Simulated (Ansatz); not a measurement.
[S3]2- (S₃²⁻). The state is a singlet with charge -2. Geometry PBE0-D4/def2-TZVPD, basis def2-TZVPD, Ansatz.

```tsv
atom	x (Å)	y (Å)	z (Å)
S1	0.538	-1.165	1.241
S2	0.655	0.333	-0.207
S3	-1.193	0.832	-1.034
```

```tsv
run	HOMO (eV)	LUMO (eV)
A	5.14	5.82
B	4.41	6.51
C	2.24	7.29
D	4.91	6.36
E	3.33	6.71
F	2.33	7.34
```

LC-ωPBE has ω = 0.4 bohr⁻¹. A multiply charged anion in the gas phase is held together partly by the finite basis. Removing one electron lowers the energy by 2.97 eV at PBE0-D4/def2-TZVPD, so it isn't bound.

**Question.** The runs used CAM-B3LYP, HF, LC-ωPBE, LDA (SPW92), r2SCAN0, r2SCANh. Estimate which is which.

**Answer.** A LDA (SPW92) (0 % exact exchange); B r2SCAN0 (25 % exact exchange); C LC-ωPBE (range-separated); D r2SCANh (10 % exact exchange); E CAM-B3LYP (range-separated); F HF (100 % exact exchange). Exact exchange lowers occupied and raises empty levels; among semilocal functionals meta-GGAs tend to open the gap a little, and such runs are hard to tell apart. The gap grows from 0.67 eV (LDA (SPW92)) to 5.06 eV (LC-ωPBE). At LDA (SPW92)/def2-TZVPD, r2SCAN0-D4/def2-TZVPD, LC-ωPBE/def2-TZVPD, r2SCANh-D4/def2-TZVPD and others the highest occupied level of the charge -2 singlet lies above zero (up to 5.14 eV). By energy differences it is unbound by 2.94 eV (vertical, to the charge -1 doublet, at CCSD(T)/def2-TZVPPD) and held by the finite basis.
